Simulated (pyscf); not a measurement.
Optimised with ωB97X-D3(BJ)/def2-SVP in PySCF.

Q: PBE/def2-TZVP puts the barrier of F–SiH₃ + F–TiH(F)–F → F–Ti(F)(F)–F + SiH₄ (four-centre exchange; singlet surface; F–Si, H–Ti broken, F–Ti, H–Si formed) at 3.4 kcal/mol and the reaction energy at -21.9 kcal/mol, from the separated reactants. What do r²SCAN/def2-TZVP, B3LYP-D3(BJ)/def2-TZVP, ωB97M-D3(BJ)/def2-TZVP give on the same structures?

A: r²SCAN: ΔE‡ = 2.4 kcal/mol, ΔE = -21.1 kcal/mol; B3LYP-D3(BJ): ΔE‡ = 7.1 kcal/mol, ΔE = -17.9 kcal/mol; ωB97M-D3(BJ): ΔE‡ = 9.3 kcal/mol, ΔE = -16.0 kcal/mol. PBE's barrier lies among them. Its reaction energy lies under all of them, by 0.8 to 5.9 kcal/mol. On the reactant side the descent ends in an adduct with a F–Ti contact, 6.9 kcal/mol under the separated species and 11.5 kcal/mol under the saddle at ωB97X-D3(BJ)/def2-TZVP. What is counted as formed (F–Ti) is already present as a longer contact in the reactant adduct; forming that adduct is a step of its own. At ωB97X-D3(BJ) the barrier from the zero used here is 4.6 kcal/mol. One saddle was located; it need not be the lowest between these sides.
